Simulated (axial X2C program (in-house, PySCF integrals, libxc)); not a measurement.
## Spin–orbit effects along a row: molecules with B (ions), PBE0

Computed with an axial X2C code built on PySCF integrals, spin-free (one-electron X2C) or two-component (2c: spin–orbit coupling with atomic mean-field Coulomb and Gaunt terms, which also bring small scalar terms), in Dyall basis sets with cores contracted in-house; open shells are unrestricted.

Basis sets: Al dyall-av3z, B dyall-av3z, Cl dyall-av3z, Mg dyall-av3z, Na dyall-av3z, P dyall-av3z, S dyall-av3z, Si dyall-av3z.

```json
{"molecule": "NaB⁻", "spin-free state": "M_S = 3/2, Λ = 0", "Re (Å)": "2.462", "ωe (cm⁻¹)": "299.4", "De (eV)": "n/a", "2c state": "Ω = 3/2", "Re 2c (Å)": "2.462", "ωe 2c (cm⁻¹)": "299.4", "De 2c (eV)": "n/a"}
{"molecule": "MgB⁻", "spin-free state": "M_S = 1, Λ = 0", "Re (Å)": "2.247", "ωe (cm⁻¹)": "427.9", "De (eV)": "1.34", "2c state": "Ω = 1", "Re 2c (Å)": "2.247", "ωe 2c (cm⁻¹)": "427.8", "De 2c (eV)": "1.34"}
{"molecule": "AlB⁻", "spin-free state": "M_S = 3/2, Λ = 0", "Re (Å)": "2.074", "ωe (cm⁻¹)": "596.2", "De (eV)": "3.28", "2c state": "Ω = 3/2", "Re 2c (Å)": "2.074", "ωe 2c (cm⁻¹)": "596.2", "De 2c (eV)": "3.28"}
{"molecule": "SiB⁻", "spin-free state": "M_S = 1, Λ = 1", "Re (Å)": "1.862", "ωe (cm⁻¹)": "818.0", "De (eV)": "3.55", "2c state": "Ω = 2", "Re 2c (Å)": "1.862", "ωe 2c (cm⁻¹)": "818.0", "De 2c (eV)": "3.56"}
{"molecule": "BP⁻", "spin-free state": "M_S = 1/2, Λ = 0", "Re (Å)": "1.696", "ωe (cm⁻¹)": "1049.8", "De (eV)": "5.41", "2c state": "Ω = 1/2", "Re 2c (Å)": "1.697", "ωe 2c (cm⁻¹)": "1049.7", "De 2c (eV)": "5.41"}
{"molecule": "BS⁻", "spin-free state": "M_S = 0, Λ = 0", "Re (Å)": "1.687", "ωe (cm⁻¹)": "1000.4", "De (eV)": "6.04", "2c state": "Ω = 0", "Re 2c (Å)": "1.687", "ωe 2c (cm⁻¹)": "1000.3", "De 2c (eV)": "6.04"}
{"molecule": "BCl⁻", "spin-free state": "M_S = 1/2, Λ = 1", "Re (Å)": "1.860", "ωe (cm⁻¹)": "532.8", "De (eV)": "1.79", "2c state": "Ω = 1/2", "Re 2c (Å)": "1.860", "ωe 2c (cm⁻¹)": "533.5", "De 2c (eV)": "1.79"}
```

**Question.** Work out the shifts from the spin-free to the two-component result.

**Answer.** 

| molecule | 2c state | ΔRe (Å) | Δωe (cm⁻¹) | ΔDe (eV) |
| --- | --- | --- | --- | --- |
| NaB⁻ | Ω = 3/2 | 0.000 | 0.0 | n/a |
| MgB⁻ | Ω = 1 | 0.000 | -0.1 | 0.00 |
| AlB⁻ | Ω = 3/2 | 0.000 | 0.0 | 0.00 |
| SiB⁻ | Ω = 2 | 0.000 | 0.0 | 0.01 |
| BP⁻ | Ω = 1/2 | 0.001 | -0.1 | 0.00 |
| BS⁻ | Ω = 0 | 0.000 | -0.1 | 0.00 |
| BCl⁻ | Ω = 1/2 | 0.000 | 0.7 | 0.00 |

Shifts of one unit in the last digit are rounding.

Fragments in 2c: Na- + B, Mg + B-, Al- + B, Si- + B, P- + B, S- + B, Cl- + B. Each entry is the lowest single determinant of a limited PBE0 search at one distance. De goes to single-determinant-based atoms at the same level (for ions the charge split of lowest energy) and is withheld (n/a) where an atom does not fit its ground term or J level. Main or longest-lived isotopes. One determinant is a doubtful description, or other states lie close, for NaB⁻, MgB⁻, AlB⁻, SiB⁻; these need not be ground states, and all values refer to the states named. Some open-shell Ω = 0 determinants are out of reach, so the Ω given for MgB⁻, SiB⁻ need not be the lowest component. With several unpaired electrons the Ω given is that of one determinant, not necessarily of the lowest component. Some light 2c atoms are not at their ground J level, so De misses part of their lowering (0.04 eV or less). The functionals have no current term, which raises determinants with orbital currents.
